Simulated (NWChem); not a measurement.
# dichloromethane (CH2Cl2) in NWChem

```xyz
5

Cl     1.4776     0.0000    -0.2145
C      0.0000     0.0000     0.7559
Cl    -1.4776     0.0000    -0.2145
H      0.0000    -0.9015     1.3789
H      0.0000     0.9015     1.3789
```
Charge 0, spin multiplicity 1.

The numbers come from NWChem runs, not from measurements. The geometry was optimised at PBE0/def2-SVP, a minimum by its harmonic frequencies.

Symmetry labels belong to the abelian group C2v used in the runs, with the axes of the coordinates shown; states degenerate in a higher group split over its labels.

B3LYP has NWChem's definition, with VWN1-RPA local correlation.

### Question
List the lowest 4 singlet excitations that TD-B3LYP/aug-cc-pVDZ, VWN1-RPA local correlation gives, with oscillator strengths.

### Answer
| state | symmetry | energy (eV) | wavelength (nm) | f |
|---|---|---|---|---|
| 1 | b2 | 6.57 | 189 | 0.001 |
| 2 | b1 | 6.89 | 180 | 0.015 |
| 3 | a2 | 7.20 | 172 | 0.000 |
| 4 | a1 | 7.34 | 169 | 0.004 |
